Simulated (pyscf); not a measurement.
**Concerted fragmentation: `[PH2]` [doublet] + `[OH2]` → `[PH]` [triplet] + `[OH2]` + `[H]` [doublet]**

Gas phase, doublet surface, charge 0. Bonds broken: P1–H2, O4–H5. Bonds formed: H2–O4. PySCF, gas phase, ωB97X-D3(BJ)/def2-SVP geometries.

Transition state (Å):

```xyz
6

P      0.4935    -0.6860     1.2586
H     -1.2911     0.0325     0.4174
H      0.3967    -1.9030     0.5125
O     -1.6239     0.2200    -0.5163
H     -2.9819     0.7787    -0.9611
H     -1.0427     0.9389    -0.8161
```

One imaginary mode, 1596i cm⁻¹; descent along it reached the two sides named.

| bond | change | reactant side (Å) | saddle | product side |
|---|---|---|---|---|
| P1–H2 | breaks | 1.428 | 2.100 | 2.9 |
| O4–H5 | breaks | 0.965 | 1.534 | 3.1 |
| H2–O4 | forms | 2.432 | 1.009 | 0.966 |

Electronic energies relative to the separated reactants (kJ/mol):

```tsv
level	barrier	reaction energy	reverse barrier
ωB97X-D3(BJ)/def2-TZVP	408.5	+344.5	63.9
PBE/def2-TZVP	327.1	+333.0	-5.9
r²SCAN/def2-TZVP	363.2	+335.2	28.0
B3LYP-D3(BJ)/def2-TZVP	361.1	+342.6	18.5
PBE0-D3(BJ)/def2-TZVP	367.8	+331.1	36.8
M06-2X/def2-TZVP	408.0	+335.3	72.8
ωB97M-D3(BJ)/def2-TZVP	409.1	+341.8	67.3
HF/def2-TZVP	395.7	+236.5	159.2
```

With ωB97M-D3(BJ)/def2-TZVP energies and thermal terms (ideal gas, 1 atm, RRHO with modes under 100 cm⁻¹ raised to 100, one conformer, R ln 2 for chiral ones without a mode under 150 cm⁻¹), in kJ/mol:

```json
[
 {"T (K)": "298", "ΔH‡": "392.7", "ΔG‡": "422.0", "ΔH": "+325.2", "ΔG": "+296.0"},
 {"T (K)": "600", "ΔH‡": "397.3", "ΔG‡": "449.9", "ΔH": "+329.3", "ΔG": "+264.7"},
 {"T (K)": "900", "ΔH‡": "402.1", "ΔG‡": "475.1", "ΔH": "+332.1", "ΔG": "+231.8"},
 {"T (K)": "1200", "ΔH‡": "406.6", "ΔG‡": "498.8", "ΔH": "+334.0", "ΔG": "+198.0"}
]
```

At PBE this geometry lies under the product side: in single points on another level's saddle the reverse barrier vanishes, and the forward threshold there is about the reaction energy. The same reactants have a lower exit, to HO–PH₂ + H• (barrier +185.9 kJ/mol at ωB97M-D3(BJ)/def2-TZVP, against +409.1 kJ/mol here). One saddle was located; it need not be the lowest between these sides. An unrestricted DFT solution here is markedly spin-contaminated.
